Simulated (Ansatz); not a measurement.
**[Cl···H···SiH₃], doublet: the ladder up to UCCSDT(Q)**

Geometry: a point of a hydrogen-transfer path between rigid fragments, not a stationary point.

```csv
atom,x (Å),y (Å),z (Å)
Cl,-1.6428,0.0000,0.0000
H,-0.3640,0.0000,0.0000
Si,1.8402,0.0000,0.0000
H,2.2902,-1.4163,0.0000
H,2.2902,0.7081,-1.2265
H,2.2902,0.7081,1.2265
```

Basis cc-pVDZ; Ansatz 0.2.0. Correlated methods freeze the noble-gas cores, which leaves 15 electrons in 46 orbitals. Prefix R: restricted or restricted open-shell reference; prefix U: unrestricted. Active spaces: pair = (3e, 3o) about the gap; valence = (15e, 12o) chosen from the atoms' valence shells.

Full CI isn't at hand for all of this; UCCSDT(Q) serves as the reference, and is uncertain by about the last step of the cluster series. The frozen core follows each run's orbitals, which can shift R against U totals by a few meV.

For open shells CISD is restricted-active-space CI with the open shells as a complete middle space.

- UHF ⟨S²⟩: 0.756
- T1 diagnostic (RCCSD): 0.0133
- largest doubles amplitude (RCCSD): 0.035
- T1 diagnostic (UCCSD): 0.0100

```tsv
level	E − E(RHF) (eV)
UHF	-0.0521
RMP2	-6.7445
UMP2	-6.7466
RCCSD	-7.8922
UCCSD	-7.8933
RCCSD(T)	-8.0319
UCCSD(T)	-8.0321
```

(1) Estimate how far UCCSDT(Q) in cc-pVDZ lies from RCCSD(T). The table doesn't fix it; the size of (T) and the diagnostics are the guide.

(1) UCCSDT(Q) in cc-pVDZ lies 3.2 kJ/mol below RCCSD(T), which is 24 % of the (T) step (-13.5 kJ/mol). The diagnostics are small and one determinant leads, so the series closes fast and only a small part of (T) is left.

The other levels:

```json
{"level": "CISD", "E − E(UCCSDT(Q)) (kJ/mol)": "86.5", "share of correlation (%)": "88.88", "wall time": "5.5 s"}
{"level": "BCCD(T)", "E − E(UCCSDT(Q)) (kJ/mol)": "3.2", "share of correlation (%)": "99.59", "wall time": "2.1 s"}
{"level": "RCCSDT", "E − E(UCCSDT(Q)) (kJ/mol)": "0.9", "share of correlation (%)": "99.88", "wall time": "–"}
{"level": "UCCSDT", "E − E(UCCSDT(Q)) (kJ/mol)": "0.9", "share of correlation (%)": "99.89", "wall time": "–"}
{"level": "RCCSDT(Q)", "E − E(UCCSDT(Q)) (kJ/mol)": "0.0", "share of correlation (%)": "100.00", "wall time": "5.5 s (H100)"}
{"level": "CASSCF (pair space)", "E − E(UCCSDT(Q)) (kJ/mol)": "737.9", "share of correlation (%)": "5.18", "wall time": "–"}
{"level": "NEVPT2 (pair space)", "E − E(UCCSDT(Q)) (kJ/mol)": "128.4", "share of correlation (%)": "83.50", "wall time": "2.6 s"}
{"level": "CASSCF (valence space)", "E − E(UCCSDT(Q)) (kJ/mol)": "618.7", "share of correlation (%)": "20.49", "wall time": "–"}
{"level": "NEVPT2 (valence space)", "E − E(UCCSDT(Q)) (kJ/mol)": "153.3", "share of correlation (%)": "80.30", "wall time": "7 s (H100)"}
{"level": "MRCISD (valence space)", "E − E(UCCSDT(Q)) (kJ/mol)": "55.0", "share of correlation (%)": "92.93", "wall time": "–"}
{"level": "MRCISD+Q (valence space)", "E − E(UCCSDT(Q)) (kJ/mol)": "4.7", "share of correlation (%)": "99.39", "wall time": "18 s (H100)"}
```

The correlation energy at UCCSDT(Q), counted from RHF, is -8.065 eV. That run took 4.5 s on 2 threads of AMD EPYC 7R13 with a shared H100 80 GB, shared host.

Times hold each run's SCF and search for its determinant on a shared host, so for small cases they say little of a method's own cost; rows without a card ran on 1 thread of AMD EPYC 7R13.

Natural occupations of CASSCF (valence space) about the gap: 1.985 1.979 1.975 1.975 1.002 0.027 0.021 0.019 0.019; effectively unpaired electrons, Σ n²(2−n)², 1.01.
